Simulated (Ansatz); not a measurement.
## Palladium, fcc: convergence with cold smearing

Computed with Ansatz, r²SCAN, scalar-relativistic PAW, on the relaxed cell (a = 3.912 Å; spin not included). Errors count from a run at 500 eV on a Γ-centred 23×23×23 mesh with Fermi-Dirac smearing of 0.1 eV, extrapolated to zero width. Fixed here: cutoff 500 eV, mesh 14×14×14. The SCF starts from atomic densities corrected by a trained network.

```csv
width (eV),E(σ→0) error (meV/atom),F error (meV/atom),P (GPa),SCF iterations
0.03,13.3,13.3,-0.28,7
0.1,13.2,13.2,-0.33,8
0.2,13.8,12.4,-0.34,8
0.3,12.4,9.8,-0.37,8
0.6,3.0,9.0,-1.02,8
1.0,-5.6,45.0,-3.02,8
```

Q: What does the run at 0.01 give (width)?

A: E(σ→0) error (meV/atom): 13.3; F error (meV/atom): 13.3; P (GPa): -0.27; SCF iterations: 8.
